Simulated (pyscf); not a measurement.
Elementary routes open to H₂N–SiH₂–Cl + silane (SiH₄) in the gas phase (singlet surface):
A. H₃Si–NH–SiH₂–Cl + hydrogen (H₂) (H–N, H–Si broken; N–Si, H–H formed)
B. silylamine (H₂N–SiH₃) + H₃Si–Cl (Cl–Si, H–Si broken; H–Si, Cl–Si formed)

PySCF, gas phase, ωB97X-D3(BJ)/def2-SVP geometries.

Question: Rank the routes by free-energy barrier at 298 K, lowest first, for ωB97M-D3(BJ)/def2-TZVP energies (ideal gas, 1 atm, RRHO with modes under 100 cm⁻¹ raised to 100, one conformer, R ln 2 for chiral ones without a mode under 150 cm⁻¹).

Answer: B (2.32 eV), A (2.39 eV)

Route B is the fastest of these, ahead of the next by 0.07 eV. The most stable products are those of A (ΔG = -0.33 eV), whose barrier is 0.07 eV higher: the kinetic and the thermodynamic product differ. At 1200 K B is still the fastest. Only these routes are compared; each barrier is that of the saddle found, and lower ones may exist.
